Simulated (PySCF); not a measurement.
## MgSi: from constants to spectrum

ROHF-CCSD(T) constants of MgSi, ³Σ⁻ (triplet), unpaired electrons π ↑↑ (basis Mg x2c-TZVPPall, Si x2c-TZVPPall; spin-free X2C with a Gaussian nucleus; PySCF 2.14; masses 23.9850 and 27.9769 u):

| Item | Value |
| --- | --- |
| ωe | 316.3 cm⁻¹ |
| ωexe | 2.52 cm⁻¹ |
| Be | 0.20052 cm⁻¹ |
| αe | 0.00180 cm⁻¹ |
| De to Mg + Si | 0.94 eV |

(1) What force constant and bond length do these constants imply?

(2) Estimate the centrifugal constant D from the Kratzer relation and find the Dunham coefficient a1.

Correlated steps freeze 6 core orbitals. The state is the lowest determinant that a PBE0 search found; another state may lie lower at other levels.

Answers

(1) Reduced mass μred = 12.914 u; k = 5.8918×10⁻⁷·μred·ωe² (u, cm⁻¹, mdyn/Å) = 0.761 mdyn/Å; Re = √(16.8576/(μred·Be)) (u, cm⁻¹, Å) = 2.551 Å.

(2) D = 4Be³/ωe² = 3.22e-07 cm⁻¹; a1 = −1 − αeωe/(6Be²) = -3.36.
